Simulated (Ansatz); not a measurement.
# AlH6N: the cost of one run

Program: Ansatz 0.2.0. Level of theory: RKS PBE0-D4/def2-SVP. These are calculated values, not measurements.

**1. The structure to begin with**

Bond lengths: Al1–H3 1.560 Å, Al1–H4 1.560 Å, Al1–N5 2.220 Å, N5–H6 1.060 Å, N5–H7 1.060 Å. Angles: H3–Al1–H4 120.0°, H3–Al1–N5 97.0°, H4–Al1–N5 101.2°, Al1–N5–H6 120.0°, Al1–N5–H7 120.0°, H6–N5–H7 120.0°.

Coordinates:

```xyz
8

Al    0.0000    0.0000    0.0000
H     0.0000    0.0000    1.9100
H     1.3510    0.0000   -0.7800
H    -1.3510    0.0000   -0.7800
N     0.0928   -2.1047    0.7000
H    -0.4256   -2.8627    0.1705
H     0.6555   -2.3517    1.5637
H     0.0453   -1.0270    1.8385
```

**2. Pulling towards end A**

Springs on the bonds that form and break draw the guess towards this end; the thresholds are loose.

File input.yaml:

```yaml
crystal:
  periodic: [false, false, false]
  atoms:
    - { symbol: Al, position_ang: [0.0, 0.0, 0.0] }
    - { symbol: H, position_ang: [0.0, 0.0, 1.91] }
    - { symbol: H, position_ang: [1.351, 0.0, -0.78] }
    - { symbol: H, position_ang: [-1.351, 0.0, -0.78] }
    - { symbol: "N", position_ang: [0.0928, -2.1047, 0.7] }
    - { symbol: H, position_ang: [-0.4256, -2.8627, 0.1705] }
    - { symbol: H, position_ang: [0.6555, -2.3517, 1.5637] }
    - { symbol: H, position_ang: [0.0453, -1.027, 1.8385] }
basis:
  gaussian: { orbitals: def2-SVP }
hamiltonian:
  xc: pbe0
  dispersion: d4
relax:
  f_tol: 0.15
  max_steps: 25
  restrain:
    - { distance: [0, 4], at: 3.12, k: 30.0 }
    - { distance: [7, 1], at: 1.86, k: 30.0 }
    - { distance: [0, 1], at: 1.56, k: 30.0 }
    - { distance: [7, 4], at: 1.06, k: 30.0 }
output:
  orbitals: {}
```

Command:

```console
ansatz run input.yaml --threads 1 --pin off --max-ram 2048MiB --backend cpu --events-out ev --progress --plain --runs-dir out
```

**Question.** How long does this run take on 1 thread of Arm Neoverse V2, shared host, and how much memory does it need?

About 14 s, with a peak of 0.1 GiB.
